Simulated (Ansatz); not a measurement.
C3H7NO2 can be A, `COC(O)C=N`, or B, `CC(O)NC=O`.

Isolated molecules relaxed with PBE0-D4/def2-TZVP in Ansatz; ΔE leaves out vibrations. CCSD(T)/CBS is the MP2 limit (def2-TZVPP, def2-QZVPP) plus CCSD(T) − MP2 in def2-TZVPP, frozen cores. Functionals use def2-TZVPP. B3LYP here is the variant with VWN-RPA as its local correlation; programs differ in this. One conformer a species, not always the lowest.

A:

Z-matrix (Å, degrees):
```
C
O 1 1.409
H 1 1.089 2 107.1
H 1 1.098 2 110.9 3 -118.9
H 1 1.093 2 111.3 3 119.6
C 2 1.399 1 112.9 3 177.9
C 6 1.509 2 104.9 1 -173.8
O 6 1.380 2 113.7 1 64.3
H 6 1.104 2 108.8 1 -56.0
N 7 1.259 6 118.4 2 -122.4
H 7 1.094 6 116.2 2 55.6
H 8 0.972 6 106.0 2 105.4
H 10 1.017 7 112.8 6 178.0
```

B:

Z-matrix (Å, degrees):
```
C
C 1 1.515
H 1 1.093 2 110.4
H 1 1.091 2 110.6 3 -120.8
H 1 1.093 2 110.5 3 119.5
O 2 1.417 1 111.4 3 -59.0
N 2 1.430 1 111.3 3 60.2
H 2 1.094 1 110.9 3 177.5
H 6 0.961 2 108.4 1 -61.7
C 7 1.356 2 123.1 1 136.2
H 7 1.007 2 117.7 1 -57.1
O 10 1.207 7 125.6 2 -7.7
H 10 1.106 7 111.9 2 173.8
```

Q: Which isomer does CCSD(T)/CBS put lower? Give the gap. (Best estimate.)

A: The calculation gave: B, by 106.2 kJ/mol.

Q: Give E(B) − E(A) in kJ/mol with r2SCAN-D4, B3LYP, HF/def2-TZVPP, ωB97M-V, B2PLYP, B3LYP-D4, PBE0-D4. (Best estimate.)

A: Computed: r2SCAN-D4 -120.9, B3LYP -114.1, HF/def2-TZVPP -110.1, ωB97M-V -110.0, B2PLYP -114.0, B3LYP-D4 -114.4, PBE0-D4 -118.9. None reverses the order clearly.

Largest T1 diagnostic: 0.014.
